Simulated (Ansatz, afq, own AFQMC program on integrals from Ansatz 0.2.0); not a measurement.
## The Ge2–O3 bond of CH5ClGeO, singlet, worked out

```xyz
9

C    -0.2639    1.1686   -0.3515
Ge   -0.2554   -0.6465    0.3237
O     1.3046   -1.1011    1.0279
Cl   -0.6404   -1.9528   -1.3708
H    -1.2519    1.4069   -0.7710
H    -0.0388    1.8724    0.4633
H     0.4897    1.2810   -1.1440
H    -1.2795   -0.9586    1.4178
H     2.0242   -1.1166    0.3875
```

The molecule and both fragments are relaxed with PBE0/def2-SVP; the fragments keep their bonds.

Basis def2-TZVP. Only valence electrons are correlated. Ansatz 0.2.0 and our own AFQMC program on the same integrals; the CISD trial comes from CCSD amplitudes, and released means the phaseless constraint is let go. Error bars are statistical, one sigma. No spin–orbit coupling.

Total energies in eV. CBS is CCSD(T) at the limit of def2-TZVPP/QZVPP (extrapolated itself); the highest rung of each member is named.

Cautions: inner d shell frozen; no relativity below Rb; no spin-orbit coupling; CH₅ClGeO (singlet): the released value is read at 0.90 1/Eh with a noise of 21 meV, more than in the cases checked (meV from the phaseless value at times in 1/Eh: 3 ± 18 at 0.21, 21 ± 24 at 0.42, 43 ± 30 at 0.63, 21 ± 21 at 0.90); CH₄ClGe (doublet): the released value is read at 0.99 1/Eh with a noise of 17 meV, more than in the cases checked, later times being too noisy (meV from the phaseless value at times in 1/Eh: 4 ± 11 at 0.24, -14 ± 15 at 0.51, -15 ± 17 at 0.99, -34 ± 21 at 1.50).

```
           member  count  CCSD(T)/def2-TZVP  highest rung in def2-TZVP           which  CCSD(T)/CBS
 CH₄ClGe, doublet     +1        -70086.4366       -70086.5060 ± 0.0167  released AFQMC  -70090.2957
     HO (doublet)     +1         -2058.1800                 -2058.1943        CCSDT(Q)   -2059.2489
CH₅ClGeO, singlet     -1        -72149.3152       -72149.3379 ± 0.0205  released AFQMC  -72154.3849
```

Work out the best estimate of the bond energy: the CCSD(T)/CBS difference plus the step from CCSD(T) to the highest rung.

Sums with the counts: CCSD(T)/CBS 4.8403 eV, highest rung 4.6376 eV, CCSD(T)/def2-TZVP 4.6986 eV. The step is 4.6376 − 4.6986 = -0.0610 eV, so the best estimate is 4.8403 + (-0.0610) = 4.7793 eV, with sampling noise 0.026 eV. The basis set is worth 0.142 eV of it. Zero-point, core-correlation and spin–orbit terms aren't in it. Past Ne the Hartree–Fock part of each CBS total tends to overshoot, since the cores don't follow the formula; that largely cancels in the difference.

Best estimates are given only where the step beyond CCSD(T) is under 0.3 eV and no member's determinant is very poor (T1 over 0.05, or 0.07 for open shells, ⟨S²⟩ too high by 0.3, two states mixed), so the hardest cases are missing from such tables.

CCSDT and higher add their correlation energy to the determinant of the CCSD(T) run, since their own runs factorise the integrals more tightly (a shift of under 2 meV). Each member of a difference takes its own highest rung, so a best estimate needn't equal the limit plus the step of one row. Released energies are given only where the last usable release times agree within the noise; a slower fall can still hide under it.
